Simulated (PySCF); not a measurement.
Frontier levels across methods

n-BuOMe, C5H12O.
Structure used (PBE0-D3(BJ)/def2-SVP), in Å, numbered top down from 1:
```
atom  x, y, z in Å
C1    -2.7140    1.1555    0.0415
C2    -1.6753    0.0462    0.0022
C3    -0.2462    0.5653   -0.0635
C4     0.7885   -0.5376   -0.1002
O5     2.0651    0.0264   -0.1577
C6     3.0884   -0.9144   -0.1892
H7    -2.5714    1.8046    0.9203
H8    -3.7371    0.7526    0.0882
H9    -2.6488    1.7954   -0.8531
H10   -1.8675   -0.6085   -0.8665
H11   -1.7899   -0.5984    0.8919
H12   -0.0355    1.2107    0.8062
H13   -0.1121    1.1979   -0.9575
H14    0.6878   -1.1849    0.7984
H15    0.6124   -1.1963   -0.9786
H16    4.0462   -0.3765   -0.2303
H17    3.0888   -1.5616    0.7116
H18    3.0205   -1.5762   -1.0768
```

Basis pcSseg-1 throughout (PySCF), one geometry. The structure is a single PBE0-D3(BJ)/def2-SVP conformer in the gas phase; no vibrational or solvent corrections.

**Question.** How do the orbital energies, the gap and the dipole change with the method?

**Answer.** 
| method | kind | HOMO (eV) | LUMO (eV) | gap (eV) | μ (D) | SCF cycles |
| --- | --- | --- | --- | --- | --- | --- |
| BLYP | GGA | -5.61 | 0.71 | 6.32 | 1.05 | 14 |
| OPBE | GGA | -5.66 | 1.01 | 6.67 | 1.06 | 14 |
| PBE | GGA | -5.69 | 0.70 | 6.40 | 1.05 | 14 |
| LDA | LDA | -5.79 | 0.50 | 6.28 | 1.11 | 13 |
| BP86 | GGA | -5.81 | 0.79 | 6.59 | 1.07 | 13 |
| KT2 | GGA | -5.88 | 0.64 | 6.52 | 1.04 | 14 |
| PBE0 | global hybrid | -7.30 | 1.54 | 8.84 | 1.18 | 12 |
| HF | Hartree–Fock | -11.35 | 4.37 | 15.72 | 1.38 | 9 |

The HOMO spans 5.74 eV, from BLYP down to HF, and the gap runs from 6.28 eV (LDA) to 15.72 eV (HF). Over the methods BLYP (0 %), OPBE (0 %), PBE (0 %), LDA (0 %), BP86 (0 %), KT2 (0 %), PBE0 (25 %), HF (100 %), a straight line through the gap against the share of exact exchange rises by 0.93 eV for each 10 % (correlation coefficient 0.999). The dipole ranges from 1.04 D (KT2) to 1.38 D (HF). This basis has no diffuse functions.

The vertical ΔSCF ionisation energy at PBE0/def2-SVPD is 9.63 eV; −ε(HOMO) comes closest to it with HF (11.35 eV).
